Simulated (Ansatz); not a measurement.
**C₂H₃F₃S: how energies converge with the basis set**

The task here is to estimate one member of a computed series from the others.

Computed with Ansatz 0.2.0, Gaussian basis. Level: one geometry, several basis sets.

The runs, in order: PBE0-D4/def2-SVP; ωB97M-V/def2-SVP; PBE0-D4/def2-QZVPP; ωB97M-V/def2-QZVPP; the functionals' def2-TZVPP values are taken from earlier runs.

### The relaxed structure

The geometry comes from an earlier relaxation with PBE0-D4 in a triple-zeta def2 set; it is a stationary point, not always the lowest conformer.

9 atoms, charge 0, spin multiplicity 1.

Atoms are counted from 1 here; the program's logs count them from 0.

Bond lengths: F1–C2 1.336 Å, C2–F3 1.336 Å, C2–F4 1.340 Å, C2–C5 1.509 Å, C5–S6 1.813 Å, C5–H7 1.090 Å, C5–H8 1.090 Å, S6–H9 1.341 Å. Angles: F1–C2–F3 107.5°, F1–C2–F4 107.4°, F1–C2–C5 112.2°, F3–C2–F4 107.4°, F3–C2–C5 112.3°, F4–C2–C5 109.7°, C2–C5–S6 110.8°, C2–C5–H7 107.2°, C2–C5–H8 107.2°, S6–C5–H7 110.9°, S6–C5–H8 110.9°, H7–C5–H8 109.6°, C5–S6–H9 94.6°.

Set-up of the first run:

Contents of in.yaml:

```yaml
crystal:
  periodic: [false, false, false]
  atoms:
    - {symbol: F, position_ang: [0.194558, -1.832421, 0.561913]}
    - {symbol: C, position_ang: [0.579359, -0.853535, -0.261705]}
    - {symbol: F, position_ang: [1.848112, -0.556479, 0.031658]}
    - {symbol: F, position_ang: [0.560562, -1.346913, -1.507889]}
    - {symbol: C, position_ang: [-0.324500, 0.351403, -0.178062]}
    - {symbol: S, position_ang: [-0.326901, 1.039072, 1.498976]}
    - {symbol: H, position_ang: [-1.323903, 0.026084, -0.467034]}
    - {symbol: H, position_ang: [0.044720, 1.082478, -0.897219]}
    - {symbol: H, position_ang: [-1.163506, 2.044112, 1.202260]}
basis:
  gaussian: {orbitals: def2-SVP}
hamiltonian: {xc: pbe0, dispersion: d4}
output: {orbitals: {seedname: orbitals}}
```

Among the steps run: PBE0-D4 in def2-SVP; ωB97M-V in def2-SVP; PBE0-D4 in def2-QZVPP; ωB97M-V in def2-QZVPP.

One of the session's tables, all rows but one given; the rest of the session is left out.

```
functional       basis  HOMO (eV)  LUMO (eV)
   PBE0-D4    def2-SVP      -7.21       0.53
   PBE0-D4  def2-TZVPP          ?          ?
   PBE0-D4  def2-QZVPP      -7.42      -0.16
   ωB97M-V    def2-SVP      -9.46       2.49
   ωB97M-V  def2-TZVPP      -9.64       1.86
   ωB97M-V  def2-QZVPP      -9.69       1.38
```

**Question.** Estimate the row for PBE0-D4, def2-TZVPP.

The run gave: HOMO (eV): -7.38; LUMO (eV): 0.04. In the column «HOMO (eV)» it lies between PBE0-D4, def2-QZVPP (-7.42) and PBE0-D4, def2-SVP (-7.21).
